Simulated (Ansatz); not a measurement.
Born–Oppenheimer molecular dynamics of CH6BSi (9 atoms, charge 0, multiplicity 2). It starts at the highest image of a converged band, a first-order saddle point between two minima.

Level of theory: Ansatz, UKS PBE/6-31G.

```json
{
  "ensemble": "NVE (velocity Verlet)",
  "time step": "0.5 fs",
  "steps asked": "200",
  "starting velocities drawn for": "100 K",
  "seed": "9750"
}
```

First frame:

```xyz
9
Properties=species:S:1:pos:R:3
B -1.520 0.331 -1.312
Si -0.170 0.567 0.027
C 0.679 -0.890 0.941
H -2.067 1.052 -2.100
H 0.279 0.568 -1.533
H 0.280 1.908 0.592
H 0.465 -1.837 0.420
H 1.768 -0.740 0.995
H 0.284 -0.960 1.969
```

**Question.** How far do the bonds stretch over the last three quarters of this one trajectory? (Pairs bonded in most of those frames.)

**Answer.** 
```csv
bond,mean (Å),spread (Å),shortest,longest
B1–Si2,1.963,0.090,1.84,2.12
B1–H4,1.233,0.029,1.18,1.29
B1–H5,1.253,0.058,1.14,1.36
Si2–C3,1.927,0.012,1.90,1.94
Si2–H6,1.531,0.009,1.51,1.55
C3–H7,1.103,0.009,1.08,1.12
C3–H8,1.106,0.016,1.08,1.13
C3–H9,1.104,0.009,1.09,1.12
```

Mean temperature of the second half: 902 K. The conserved energy stayed within 0.13 meV per atom of its start (net change 0.027 meV per atom), so the integration is sound. The system heated up, since it started high on the potential surface and ran downhill. A run of 0.1 ps of so small a system gives no equilibrium averages. Limits of this set-up: no polarisation functions.

The run took 6.5 min on 1 thread of Arm Neoverse V2 (shared host), peak memory 0.1 GiB.
